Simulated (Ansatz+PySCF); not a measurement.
# doublet C3H5O: levels of theory in one basis

```xyz
9

C    -1.1300   -0.8700   -0.0001
C    -0.0864    0.1215   -0.0003
C     1.3583   -0.3536   -0.0001
H    -2.1592   -0.5336    0.0011
H    -0.9190   -1.9331   -0.0005
O    -0.3627    1.3022    0.0000
H     2.0207    0.5106   -0.0144
H     1.5672   -0.9557    0.8895
H     1.5611   -0.9819   -0.8727
```

Basis set: cc-pVTZ (spherical functions). Correlated methods keep 4 orbitals frozen. Correlation on ROHF uses semicanonical orbitals with singles. Charge 0, multiplicity 2.

Computed with Ansatz (development build ahead of 0.2.0) and PySCF 2.14.0; each method stands on the lowest determinant of its kind that the runs found.

```csv
method,E − E(ROHF) (eV),<S²> of the determinant
ROHF,0.00,0.75
UHF,-0.29,0.87
UHF-MP2,-19.03,0.87
```

Problem. What does ROHF-MP2 give on the same scale?

Solution. -19.27 eV.

Caution for UHF, UHF-MP2: the unrestricted determinant is spin contaminated. Caution for ROHF-MP2, UHF-MP2: forces differ strongly between restricted and unrestricted references.
